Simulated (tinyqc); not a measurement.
Inside a calculation. Method: UHF in the sto-3g basis, for H3O+, spin multiplicity 1. One step of it, computed by the program tinyqc.

Problem. Iteration 2: diagonalisation and new density. Diagonalise F' = X^T F X, C = X C', fill 5 alpha and 5 beta electrons from the bottom; D(s) = C_occ C_occ^T; the new density keeps 0.7 of the old one (damping). Each column has its largest component positive (the first on a tie).

F(alpha) (hartree), lower triangle:
```
             1O 1s      1O 2s     1O 2px     1O 2py     1O 2pz      2H 1s      3H 1s      4H 1s
1O 1s   -20.856756
1O 2s    -5.326511  -2.972518
1O 2px    0.000265   0.006408  -1.010398
1O 2py    0.000000   0.000000   0.000000  -1.007560
1O 2pz    0.005761   0.035799   0.056247   0.000000  -0.896242
2H 1s    -1.318383  -1.311445  -0.675024   0.000000   0.039448  -0.953769
3H 1s    -1.319236  -1.313030   0.340034  -0.588804   0.079730  -0.481189  -0.962228
4H 1s    -1.319236  -1.313030   0.340034   0.588804   0.079730  -0.481189  -0.483793  -0.962228
```

F(beta) (hartree), lower triangle:
```
             1O 1s      1O 2s     1O 2px     1O 2py     1O 2pz      2H 1s      3H 1s      4H 1s
1O 1s   -20.856757
1O 2s    -5.326511  -2.972518
1O 2px    0.000080  -0.002882  -1.009649
1O 2py    0.000000   0.000000   0.000000  -1.008309
1O 2pz    0.005764   0.035793  -0.056394   0.000000  -0.896251
2H 1s    -1.318635  -1.310500  -0.676086   0.000000   0.092961  -0.958176
3H 1s    -1.319110  -1.313502   0.339152  -0.588701   0.052995  -0.481667  -0.960024
4H 1s    -1.319110  -1.313502   0.339152   0.588701   0.052995  -0.481667  -0.482838  -0.960024
```

X, lower triangle:
```
            1O 1s      1O 2s     1O 2px     1O 2py    1O 2pz      2H 1s      3H 1s     4H 1s
1O 1s    1.025300
1O 2s   -0.154023   1.375373
1O 2px   0.000005  -0.000080   1.146145
1O 2py   0.000000   0.000000   0.000000   1.146161
1O 2pz   0.002072  -0.023481   0.000006   0.000000  1.001560
2H 1s    0.021057  -0.296656  -0.305401   0.000000  0.019772   1.237228
3H 1s    0.021061  -0.296796   0.152760  -0.264553  0.019784  -0.077385   1.237370
4H 1s    0.021061  -0.296796   0.152760   0.264553  0.019784  -0.077385  -0.077423  1.237370
```

D(alpha) after iteration 1, lower triangle:
```
            1O 1s      1O 2s     1O 2px     1O 2py     1O 2pz      2H 1s     3H 1s     4H 1s
1O 1s    1.027613
1O 2s   -0.102308   0.489357
1O 2px   0.002283  -0.008427   0.632249
1O 2py   0.000000   0.000000   0.000000   0.606310
1O 2pz  -0.009437   0.037482  -0.149554   0.000000   0.967099
2H 1s   -0.057966   0.138896   0.205989   0.000000   0.166544   0.166542
3H 1s   -0.053803   0.123179  -0.102785   0.204182  -0.097709  -0.024979  0.141883
4H 1s   -0.053803   0.123179  -0.102785  -0.204182  -0.097709  -0.024979  0.001589  0.141883
```

D(beta) after iteration 1, lower triangle:
```
            1O 1s     1O 2s     1O 2px     1O 2py     1O 2pz      2H 1s     3H 1s     4H 1s
1O 1s    1.027613
1O 2s   -0.102306  0.489344
1O 2px  -0.002447  0.009230   0.631899
1O 2py   0.000000  0.000000   0.000000   0.606652
1O 2pz  -0.009443  0.037473   0.149486   0.000000   0.967114
2H 1s   -0.052356  0.117891   0.205611   0.000000  -0.185778   0.168094
3H 1s   -0.056608  0.133687  -0.103337   0.204089   0.078422  -0.024723  0.141098
4H 1s   -0.056608  0.133687  -0.103337  -0.204089   0.078422  -0.024723  0.001077  0.141098
```

overlap S, lower triangle:
```
           1O 1s     1O 2s     1O 2px     1O 2py     1O 2pz     2H 1s     3H 1s     4H 1s
1O 1s   1.000000
1O 2s   0.236704  1.000000
1O 2px  0.000000  0.000000   1.000000
1O 2py  0.000000  0.000000   0.000000   1.000000
1O 2pz  0.000000  0.000000   0.000000   0.000000   1.000000
2H 1s   0.057950  0.494691   0.402272   0.000000  -0.033523  1.000000
3H 1s   0.057975  0.494811  -0.201205   0.348406  -0.033534  0.221981  1.000000
4H 1s   0.057975  0.494811  -0.201205  -0.348406  -0.033534  0.221981  0.222082  1.000000
```

Give: F' = X^T F X; orbital energies; coefficients C; F' = X^T F X; orbital energies; coefficients C; D(alpha) after iteration 2; D(beta) after iteration 2.

Solution.

F' = X^T F X (alpha) (hartree), lower triangle:
```
          1        2        3        4        5        6        7        8
1  -20.4615
2   -2.7556  -1.5168
3   -0.0006   0.0069  -0.6833
4    0.0000   0.0000   0.0000  -0.6764
5    0.0087  -0.0077   0.0768   0.0000  -0.8930
6   -0.2137  -0.5586  -0.5690   0.0000  -0.0137  -0.2661
7   -0.2145  -0.5554   0.2850  -0.4978   0.0648  -0.1198  -0.2720
8   -0.2145  -0.5554   0.2850   0.4978   0.0648  -0.1198  -0.1231  -0.2720
```

orbital energies (alpha) (hartree): MO1 -20.8667, MO2 -1.7670, MO3 -1.1657, MO4 -1.1644, MO5 -0.9000, MO6 0.1458, MO7 0.3380, MO8 0.3391

coefficients C (alpha):
```
            MO1      MO2      MO3      MO4      MO5      MO6      MO7      MO8
1O 1s    0.9936  -0.2358  -0.0001   0.0000  -0.0165  -0.1822   0.0019   0.0000
1O 2s    0.0304   0.8273  -0.0007   0.0000   0.0764   1.2202  -0.0099   0.0000
1O 2px   0.0000  -0.0049   0.7347   0.0000   0.0000  -0.0043  -0.9559   0.0000
1O 2py   0.0000   0.0000   0.0000   0.7288   0.0000   0.0000   0.0000   0.9605
1O 2pz  -0.0009  -0.0352  -0.1017   0.0000   0.9886  -0.0992  -0.0776   0.0000
2H 1s   -0.0059   0.1183   0.3495   0.0000   0.1039  -0.6783   1.0572   0.0000
3H 1s   -0.0059   0.1221  -0.1724   0.3122  -0.0742  -0.6833  -0.5234  -0.9148
4H 1s   -0.0059   0.1221  -0.1724  -0.3122  -0.0742  -0.6833  -0.5234   0.9148
```

F' = X^T F X (beta) (hartree), lower triangle:
```
          1        2        3        4        5        6        7        8
1  -20.4615
2   -2.7556  -1.5168
3    0.0006  -0.0045  -0.6823
4    0.0000   0.0000   0.0000  -0.6774
5    0.0087  -0.0077  -0.0768   0.0000  -0.8930
6   -0.2145  -0.5536  -0.5690   0.0000   0.0909  -0.2701
7   -0.2140  -0.5579   0.2850  -0.4978   0.0125  -0.1199  -0.2700
8   -0.2140  -0.5579   0.2850   0.4978   0.0125  -0.1199  -0.1230  -0.2700
```

orbital energies (beta) (hartree): MO1 -20.8667, MO2 -1.7670, MO3 -1.1657, MO4 -1.1645, MO5 -0.9000, MO6 0.1457, MO7 0.3370, MO8 0.3402

coefficients C (beta):
```
            MO1      MO2      MO3      MO4      MO5      MO6      MO7      MO8
1O 1s    0.9936  -0.2358  -0.0018   0.0000  -0.0162  -0.1823   0.0014   0.0000
1O 2s    0.0304   0.8273   0.0086   0.0000   0.0753   1.2202  -0.0127   0.0000
1O 2px   0.0000   0.0003   0.7339   0.0000   0.0001  -0.0155  -0.9564   0.0000
1O 2py   0.0000   0.0000   0.0000   0.7297   0.0000   0.0000   0.0000   0.9598
1O 2pz  -0.0009  -0.0353   0.1012   0.0000   0.9887  -0.0973   0.0793   0.0000
2H 1s   -0.0059   0.1200   0.3472   0.0000  -0.1333  -0.6650   1.0630   0.0000
3H 1s   -0.0059   0.1213  -0.1761   0.3114   0.0447  -0.6899  -0.5170  -0.9151
4H 1s   -0.0059   0.1213  -0.1761  -0.3114   0.0447  -0.6899  -0.5170   0.9151
```

D(alpha) after iteration 2, lower triangle:
```
          1O 1s    1O 2s   1O 2px   1O 2py   1O 2pz    2H 1s    3H 1s   4H 1s
1O 1s    1.0323
1O 2s   -0.1215   0.5499
1O 2px   0.0019  -0.0073   0.6045
1O 2py   0.0000   0.0000   0.0000   0.5838
1O 2pz  -0.0093   0.0402  -0.1271   0.0000   0.9737
2H 1s   -0.0512   0.1288   0.2211   0.0000   0.1355   0.1607
3H 1s   -0.0477   0.1148  -0.1101   0.2112  -0.0864  -0.0335   0.1436
4H 1s   -0.0477   0.1148  -0.1101  -0.2112  -0.0864  -0.0335  -0.0131  0.1436
```

D(beta) after iteration 2, lower triangle:
```
          1O 1s   1O 2s   1O 2px   1O 2py   1O 2pz    2H 1s    3H 1s   4H 1s
1O 1s    1.0323
1O 2s   -0.1215  0.5499
1O 2px  -0.0021  0.0084   0.6039
1O 2py   0.0000  0.0000   0.0000   0.5844
1O 2pz  -0.0092  0.0400   0.1270   0.0000   0.9737
2H 1s   -0.0464  0.1101   0.2204   0.0000  -0.1603   0.1635
3H 1s   -0.0501  0.1242  -0.1111   0.2110   0.0615  -0.0331   0.1422
4H 1s   -0.0501  0.1242  -0.1111  -0.2110   0.0615  -0.0331  -0.0140  0.1422
```
